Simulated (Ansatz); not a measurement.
Basis-set extrapolation for C2H2N2O, SMILES `c1nnco1` (PBE0-D4/def2-TZVP geometry, frozen core, Ansatz). Multiplicity 1, RHF reference.

```json
{"": "HF", "cc-pV(T+d)Z": "-260.706080", "cc-pV(Q+d)Z": "-260.724392"}
{"": "MP2 correlation", "cc-pV(T+d)Z": "-0.935837", "cc-pV(Q+d)Z": "-1.000559"}
{"": "CCSD(T) correlation", "cc-pV(T+d)Z": "-0.985913", "cc-pV(Q+d)Z": "-1.045437"}
```

Energies in hartree. Use E(X) = E(∞) + A·exp(−5.46·√X) for Hartree–Fock and E(X) = E(∞) + B·X^(−3.05) for correlation, with X = 3 and 4.

Task: What is the CCSD(T) energy at the basis-set limit?

Result: HF limit: -260.724392 + (-0.018312) × 0.30130 = -260.72991. Correlation limit: -1.045437 + (-0.059524) × 0.71189 = -1.08781. Total: -261.81772 hartree, 330.1 kJ/mol below CCSD(T)/cc-pV(T+d)Z.
